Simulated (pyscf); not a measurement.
Four-centre exchange: `[BH2][O][GeH3]` + `[NH3]` → `[OH][GeH3]` + `[BH2][NH2]`

Gas phase, singlet surface, charge 0. Bonds broken: O2–B3, N9–H10. Bonds formed: O2–H10, B3–N9. PySCF, gas phase, ωB97X-D3(BJ)/def2-SVP geometries.

Transition state (Å):

```xyz
12

Ge    -2.6089     0.0822    -0.7267
O     -1.2592    -0.4514     0.3431
B      0.2556    -0.0291    -0.0171
H     -2.3602    -0.5530    -2.0959
H     -3.8985    -0.4352    -0.0769
H     -2.5975     1.6164    -0.7959
H      0.9322    -1.0237    -0.1995
H      0.2443     0.8023    -0.9168
N      0.4140     0.6104     1.4079
H     -0.8610     0.1230     1.2679
H      0.5708     1.6147     1.4448
H      1.0553     0.1447     2.0454
```

One imaginary mode, 1216i cm⁻¹; descent along it reached the two sides named, in the forms told below.

| bond | change | reactant side (Å) | saddle | product side |
|---|---|---|---|---|
| O2–B3 | breaks | 1.447 | 1.613 | 3.3 |
| N9–H10 | breaks | 1.022 | 1.372 | 2.185 |
| O2–H10 | forms | 2.593 | 1.159 | 0.966 |
| B3–N9 | forms | 1.657 | 1.570 | 1.400 |

Electronic energies relative to the separated reactants (kJ/mol):

| level | barrier | reaction energy | reverse barrier |
|---|---|---|---|
| ωB97X-D3(BJ)/def2-TZVP | 42.4 | +4.0 | 38.4 |
| PBE/def2-TZVP | 24.8 | -4.6 | 29.3 |
| r²SCAN/def2-TZVP | 30.4 | -0.3 | 30.7 |
| B3LYP-D3(BJ)/def2-TZVP | 46.9 | +1.6 | 45.3 |
| PBE0-D3(BJ)/def2-TZVP | 25.5 | -2.5 | 28.1 |
| M06-2X/def2-TZVP | 36.7 | +2.5 | 34.2 |
| ωB97M-D3(BJ)/def2-TZVP | 42.0 | +0.3 | 41.8 |
| HF/def2-TZVP | 120.2 | +7.2 | 113.0 |

With ωB97M-D3(BJ)/def2-TZVP energies and thermal terms (ideal gas, 1 atm, RRHO with modes under 100 cm⁻¹ raised to 100, one conformer, R ln 2 for chiral ones without a mode under 150 cm⁻¹), in kJ/mol:

```json
[
 {"T (K)": "298", "ΔH‡": "39.0", "ΔG‡": "86.9", "ΔH": "+1.2", "ΔG": "-0.2"},
 {"T (K)": "600", "ΔH‡": "38.7", "ΔG‡": "136.0", "ΔH": "+0.8", "ΔG": "-1.3"},
 {"T (K)": "900", "ΔH‡": "41.2", "ΔG‡": "184.1", "ΔH": "+1.2", "ΔG": "-2.4"},
 {"T (K)": "1200", "ΔH‡": "44.4", "ΔG‡": "231.3", "ΔH": "+1.4", "ΔG": "-3.6"}
]
```

On the reactant side the descent ends in an adduct with a B–N contact, 61.4 kJ/mol under the separated species and 103.7 kJ/mol under the saddle at ωB97X-D3(BJ)/def2-TZVP. What is counted as formed (B–N) is already present as a longer contact in the reactant adduct; forming that adduct is a step of its own. The products may also form a dative adduct at H₂B–NH₂; it and routes through it were not searched. One saddle was located; it need not be the lowest between these sides. Elements up to Kr have no core potential and no relativistic terms here.
